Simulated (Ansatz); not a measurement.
```yaml
crystal:
  periodic: [false, false, false]
  atoms:
    - {symbol: Cu, position_ang: [-0.338171, -0.020884, -0.000547]}
    - {symbol: N, position_ang: [1.384732, 0.039676, 0.002448]}
    - {symbol: H, position_ang: [2.077374, 0.765278, 0.000470]}
basis:
  gaussian: {orbitals: def2-TZVP}
magnetization: {spin_polarized: true, initial_magnetization: 1}
hamiltonian: {xc: pbe0}
relax: {f_tol: 0.004, max_steps: 80}
```

```sh
$ ansatz run in.yaml --threads 1 --pin off --events-out ev --progress --plain --max-ram 2176MiB
```

Steps of the relaxation (energy above the last step; positions in Å, forces in eV/Å):

```
3
step 1, 279.3 meV
Cu   -0.338   -0.021   -0.001   -1.148    0.375   -0.004
N     1.385    0.040    0.002    1.176   -1.377    0.008
H     2.077    0.765    0.000   -0.028    1.003   -0.005
```

```
3
step 2, 187.4 meV
Cu   -0.339   -0.005   -0.001   -0.792    0.373   -0.003
N     1.405    0.004    0.003    1.173   -0.926    0.006
H     2.058    0.785    0.000   -0.381    0.553   -0.003
```

```
3
step 3, 64.0 meV
Cu   -0.309    0.085   -0.001    0.341   -0.018    0.001
N     1.515   -0.158    0.004    0.404    1.767   -0.007
H     1.918    0.857    0.000   -0.745   -1.749    0.007
```

```
3
step 5, 0.0 meV
Cu   -0.288    0.086   -0.001   -0.005   -0.001    0.000
N     1.513   -0.129    0.003   -0.018   -0.051    0.000
H     1.899    0.827    0.000    0.024    0.052    0.000
```

```
3
step 6, 0.0 meV
Cu   -0.288    0.086   -0.001    0.001   -0.001    0.000
N     1.513   -0.130    0.003    0.003    0.015    0.000
H     1.899    0.828    0.000   -0.004   -0.014    0.000
```

```
3
step 7, 0.0 meV
Cu   -0.288    0.086   -0.001    0.000    0.000    0.000
N     1.513   -0.130    0.003    0.000    0.000    0.000
H     1.899    0.828    0.000    0.000    0.000    0.000
```

Close pairs at the end: N2–H3 1.033 Å, Cu1–N2 1.814 Å.

A stationary point of unrestricted PBE0 after 7 steps, with ⟨S²⟩ = 0.770 against 0.75 for a pure state; no frequencies were run, so it isn't proven a minimum. 28 s on 1 thread of Arm Neoverse V2, shared host.
